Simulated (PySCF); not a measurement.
Isomers of C4H4OS, one GFN2-xTB conformer each. Single-point energies are computed at PBE0/pcSseg-1 (PySCF, gas phase, no added dispersion term), electronic only.

```tsv
SMILES	GFN2-xTB relative energy (kJ/mol)
Oc1cccs1	0.0
CC(=O)C=C=S	93.5
```

Conformers: `[OH:1][c:2]1[cH:3][cH:4][cH:5][s:6]1` with H–O1–C2–C3 180°; `[CH3:1][C:2](=[O:3])[CH:4]=[C:5]=[S:6]` with C1–C2–C4–C5 0°.

Q: What does PBE0/pcSseg-1 give for the same structures?

A: 
| SMILES | PBE0/pcSseg-1 E (Eh) | PBE0/pcSseg-1 (kJ/mol) | GFN2-xTB (kJ/mol) | point group |
| --- | --- | --- | --- | --- |
| Oc1cccs1 | -627.77569 | 0.0 | 0.0 | Cs |
| CC(=O)C=C=S | -627.75541 | 53.2 | 93.5 | Cs |

Both levels put the same isomer lowest. As drawn, the lower has an aromatic ring and an O–H bond, which the higher lacks; the higher has a C=O bond, cumulated double bonds and a C=S bond, which the lower lacks.

Q: Which frontier levels, dipoles and rotational constants go with these structures?

A: 
| SMILES | HOMO (eV, PBE0/pcSseg-1) | LUMO (eV) | dipole (D) | A, B, C (MHz) |
| --- | --- | --- | --- | --- |
| Oc1cccs1 | -6.22 | -0.06 | 0.90 | 5362, 3300, 2043 |
| CC(=O)C=C=S | -7.24 | -2.82 | 2.60 | 8832, 1440, 1248 |
